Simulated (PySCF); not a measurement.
**NH₃: umbrella curve**

Level of theory: PySCF, PBE0, basis N def2-TZVP, H def2-TZVP (no relativity, density fitting).

Rigid scan from the singlet minimum (N–H 1.013 Å (×3); H–N–H 107.1° (×3)). Coordinate: angle between each bond and the threefold axis, bonds fixed. Energies in kJ/mol from the minimum.

(1) Predict the curve at 55, 60, 65, 70, 75, 80, 85, 90.

Results:

(1) 
```csv
angle of the bonds to the threefold axis (°),E (kJ/mol),dipole size (D)
55,41.8,2.30
60,14.2,2.11
65,1.9,1.87
70,0.5,1.59
75,5.6,1.25
80,13.0,0.87
85,19.1,0.45
90,21.4,0.00
```

With the bonds held, the planar shape lies 21.4 kJ/mol from the minimum.

Other isomers or separated fragments may lie lower.
